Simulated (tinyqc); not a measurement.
Geometry optimisation on the unrestricted B3LYP (VWN-RPA form)/sto-6g surface (energies and gradients from PySCF), for H2O, spin multiplicity 3, step by step. Computed by tinyqc, a small Python program that keeps every step (integrals from PySCF). Settings: charge = 0, multiplicity = 3, basis = sto-6g, functional = b3lyp, optimiser = bfgs, first Hessian = 1.0, largest step = 0.3, iteration cap = 30. Command: `OMP_NUM_THREADS=1 python tinyqc.py 23101 23102 out.jsonl` (the two numbers bound the seeds that draw the settings). One thread of a shared host (Intel(R) Xeon(R) Processor @ 2.60GHz), about 20 s of CPU time with the checks.

## Step 1: energy and gradient

positions at the start (bohr), order 1O, 2H, 3H:
```
[[0.064251, 0.018897, -0.003779],
 [0.047243, 1.602488, 1.018562],
 [0.026456, -1.545796, 0.999665]]
```

Self-consistent energy and analytic gradient at these positions.

energy = -75.70363630 hartree

gradient (hartree/bohr), order 1O, 2H, 3H:
```
[[-0.00615670, 0.00423384, 0.22827263],
 [0.00150129, -0.24411466, -0.11626679],
 [0.00466020, 0.23987949, -0.11200655]]
```

## Step 1: move

Quasi-Newton step p = -H^(-1) g (first H = 1 times the unit matrix); steps longer than 0.3 bohr are cut back (factor 0.679 here).

positions after step 1 (bohr), order 1O, 2H, 3H:
```
[[0.068429, 0.016024, -0.158707],
 [0.046224, 1.768167, 1.097472],
 [0.023293, -1.708601, 1.075683]]
```

## Step 2: energy and gradient

As before.

energy = -75.79130231 hartree

gradient (hartree/bohr), order 1O, 2H, 3H:
```
[[-0.00211737, 0.00998953, 0.08074476],
 [0.00051099, -0.10171050, -0.04424138],
 [0.00160968, 0.09172114, -0.03651267]]
```

## Step 2: move

inverse Hessian in use (bohr^2/hartree):
```
[[0.999996, -0.000432, 0.000040, 0.000001, 0.000740, 0.000138, 0.000003, -0.000308, -0.000178],
 [-0.000432, 1.000596, 0.016095, 0.000105, -0.017750, -0.008307, 0.000327, 0.017154, -0.007788],
 [0.000040, 0.016095, 1.002750, -0.000020, -0.031964, -0.007287, -0.000017, 0.015871, 0.004519],
 [0.000001, 0.000105, -0.000020, 1.000000, -0.000170, -0.000029, -0.000001, 0.000065, 0.000048],
 [0.000740, -0.017750, -0.031964, -0.000170, 1.065220, 0.022575, -0.000574, -0.047471, 0.009408],
 [0.000138, -0.008307, -0.007287, -0.000029, 0.022575, 1.006709, -0.000111, -0.014269, 0.000586],
 [0.000003, 0.000327, -0.000017, -0.000001, -0.000574, -0.000111, 0.999998, 0.000247, 0.000128],
 [-0.000308, 0.017154, 0.015871, 0.000065, -0.047471, -0.014269, 0.000247, 1.030319, -0.001620],
 [-0.000178, -0.007788, 0.004519, 0.000048, 0.009408, 0.000586, 0.000128, -0.001620, 0.994903]]
```

Quasi-Newton step p = -H^(-1) g (the inverse Hessian comes from BFGS updates; coordinates in the order x, y, z of each atom); steps longer than 0.3 bohr are cut back.

positions after step 2 (bohr), order 1O, 2H, 3H:
```
[[0.070651, 0.000697, -0.244699],
 [0.045691, 1.884968, 1.146308],
 [0.021600, -1.810076, 1.112854]]
```

## Step 3: energy and gradient

As before.

energy = -75.81310723 hartree

gradient (hartree/bohr), order 1O, 2H, 3H:
```
[[-0.00040248, 0.02307835, 0.02072295],
 [0.00014091, -0.05582500, -0.01914375],
 [0.00026379, 0.03274571, -0.00158677]]
```

## Step 3: move

inverse Hessian in use (bohr^2/hartree):
```
[[1.000011, -0.003127, -0.001218, -0.000008, 0.006046, 0.001790, -0.000004, -0.002919, -0.000571],
 [-0.003127, 1.037040, 0.124934, 0.000787, -0.190405, -0.076586, 0.002347, 0.153365, -0.048372],
 [-0.001218, 0.124934, 1.076871, 0.000480, -0.271895, -0.085666, 0.000751, 0.146959, 0.008739],
 [-0.000008, 0.000787, 0.000480, 1.000003, -0.001711, -0.000537, 0.000005, 0.000924, 0.000057],
 [0.006046, -0.190405, -0.271895, -0.001711, 1.580261, 0.208121, -0.004360, -0.389853, 0.063869],
 [0.001790, -0.076586, -0.085666, -0.000537, 0.208121, 1.071829, -0.001262, -0.131533, 0.013874],
 [-0.000004, 0.002347, 0.000751, 0.000005, -0.004360, -0.001262, 1.000000, 0.002013, 0.000510],
 [-0.002919, 0.153365, 0.146959, 0.000924, -0.389853, -0.131533, 0.002013, 1.236485, -0.015496],
 [-0.000571, -0.048372, 0.008739, 0.000057, 0.063869, 0.013874, 0.000510, -0.015496, 0.977406]]
```

As before.

positions after step 3 (bohr), order 1O, 2H, 3H:
```
[[0.071617, -0.043022, -0.291515],
 [0.045386, 2.000071, 1.186318],
 [0.020934, -1.881458, 1.119678]]
```

## Convergence

Stop when the largest gradient component is below 3e-5 hartree/bohr. The inverse Hessian follows the BFGS update with s = step, y = change of gradient.

Course of the optimisation:
```
step   E (hartree)  largest gradient (hartree/bohr)
1     -75.70363630                         2.44e-01
2     -75.79130231                         1.02e-01
3     -75.81310723                         5.58e-02
4     -75.82204385                         5.39e-02
5     -75.83841561                         8.61e-02
6     -75.85017104                         6.72e-02
7     -75.85801084                         4.43e-02
8     -75.86216552                         1.22e-02
9     -75.86239932                         6.28e-03
10    -75.86278585                         3.39e-03
11    -75.86308145                         6.97e-03
12    -75.86315353                         2.88e-03
13    -75.86317466                         2.23e-03
14    -75.86321245                         4.01e-03
15    -75.86327527                         5.77e-03
16    -75.86340405                         8.47e-03
17    -75.86355555                         8.88e-03
18    -75.86378142                         5.73e-03
19    -75.86389089                         5.55e-04
20    -75.86390108                         6.04e-04
21    -75.86390181                         3.31e-05
22    -75.86390181                         5.07e-06
```

Final distances (angstrom):
```
pair   distance
2H-1O  1.881150
3H-1O  1.049912
3H-2H  2.194450
```

Converged in 22 steps.
